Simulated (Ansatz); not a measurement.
Cost and result for the atomization energy of C3H6FNO, SMILES `C[C@@H]1O[C@]1(N)F` (12 atoms, 12 bonds).

Cartesian coordinates in Å:
```
C 0.148 1.673 -0.513
C 0.100 0.472 0.371
O 1.284 -0.381 0.382
C 0.126 -0.903 -0.128
N -0.352 -2.074 0.481
F 0.098 -1.062 -1.476
H 0.806 2.435 -0.088
H -0.852 2.105 -0.606
H 0.509 1.410 -1.506
H -0.306 0.627 1.371
H -1.310 -2.271 0.227
H -0.252 -2.030 1.484
```

The species carries charge 0 and has multiplicity 1. Geometry: relaxed with PBE0-D4/def2-TZVP. It is one conformer, not always the lowest. Program: Ansatz. All runs use 4 threads of an Arm Neoverse V2 on a shared host. Times are those of one run each, without the atoms' runs, and a repeat can differ threefold. Electronic energies, without spin–orbit coupling; frozen cores. CCSD(T)/CBS adds CCSD(T) − MP2 in def2-TZVPP to the MP2 limit, and its time is that of the two runs behind it. T1 = 0.011. B3LYP takes the VWN-RPA correlation (the form of Gaussian; ORCA's B3LYP/G).

CCSD(T)/CBS is a level of theory with its own doubt, some kJ/mol a heavy atom from the limit and from the frozen cores, so smaller differences don't rank the functionals.

```
                             level  functions  atomization (kcal/mol)  difference from CCSD(T)/CBS  per bond
   PBE-D4/def2-TZVPP (with forces)        270                  1183.0                         44.3       3.7
            LDA (SPW92)/def2-TZVPP        270                  1345.0                        206.3      17.2
              revPBE-D4/def2-TZVPP        270                  1147.2                          8.5       0.7
                ωB97X-V/def2-TZVPP        270                  1145.9                          7.2       0.6
                 B2PLYP/def2-TZVPP        270                  1128.3                        -10.4      -0.9
                  CCSD(T)/def2-SVP        114                  1080.5                        -58.2      -4.8
                CCSD(T)/def2-TZVPP        270                  1106.7                        -32.0      -2.7
 B3LYP-D4/def2-TZVPP (with forces)        270                  1139.5                          0.8       0.1
                    MP2/def2-QZVPP        522                  1154.3                         15.6       1.3
                 CCSD(T)/CBS(def2)          –                  1138.7                          0.0       0.0
r2SCAN-D4/def2-TZVPP (with forces)        270                  1144.6                          5.9       0.5
           CAM-B3LYP-D4/def2-TZVPP        270                  1147.9                          9.2       0.8
               BHLYP-D4/def2-TZVPP        270                  1092.2                        -46.5      -3.9
```

Task: Order the runs by time, with rough figures. (Best estimate.)

Result: Computed: LDA (SPW92)/def2-TZVPP 1.2 s; revPBE-D4/def2-TZVPP 2.1 s; PBE-D4/def2-TZVPP (with forces) 2.5 s; BHLYP-D4/def2-TZVPP 3.1 s; CAM-B3LYP-D4/def2-TZVPP 3.2 s; B3LYP-D4/def2-TZVPP (with forces) 4.7 s; r2SCAN-D4/def2-TZVPP (with forces) 5 s; B2PLYP/def2-TZVPP 6 s; ωB97X-V/def2-TZVPP 7.5 s; CCSD(T)/def2-SVP 10 s; MP2/def2-QZVPP 28 s; CCSD(T)/def2-TZVPP 5.1 min; CCSD(T)/CBS(def2) 5.5 min.

From r2SCAN to r2SCAN0 (25 % exact exchange), in def2-TZVPP and without D4, the atomization energy moves by −24.9 kcal/mol: exact exchange takes away binding that semilocal exchange gives to molecules. At CCSD(T), def2-SVP lies −58.2 kcal/mol from the extrapolated value and def2-TZVPP −32.0 kcal/mol: correlation converges slowly with the basis, and small sets miss more of it in the bonded molecule than in its fragments. Leaving LDA and LC-ωPBE aside and taking each functional with its dispersion term where it has one, the values spread over 90.9 kcal/mol, from BHLYP-D4 to PBE-D4. LDA lies +166.9 kcal/mol from PBE without D4, its usual overbinding.
